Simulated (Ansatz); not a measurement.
# Relativity in Cu

```
Cu
1.0
     0.00000    1.81488    1.81488
     1.81488    0.00000    1.81488
     1.81488    1.81488    0.00000
Cu
1
Direct
  0.00000 0.00000 0.00000
```

The cell was built from the fcc type and relaxed in the same program, and has space group Fm-3m; it needn't be a known or the stable phase.

One fixed cell is solved with PBE by all-electron LAPW in Ansatz 0.2.0 under different relativistic treatments. Pressure is positive in compression.

Settings: a Γ-centred 20×20×20 k mesh, Fermi–Dirac smearing of 0.03 eV, basis error target 0.5 meV/atom, no spin polarisation.

```csv
setting,P (GPa),"lowest level at Γ above −25 eV, from the valence-band top or, without a gap, the Fermi level (eV)"
scalar-relativistic,-0.03,-9.29
non-relativistic,?,?
with spin–orbit coupling,-0.05,-9.29
```

(1) What belongs in the row "non-relativistic", column "lowest level at Γ above −25 eV, from the valence-band top or, without a gap, the Fermi level (eV)"?

(2) Fill in "P (GPa)" for the row "non-relativistic".

## Answers

(1) -9.05.

(2) 4.12.
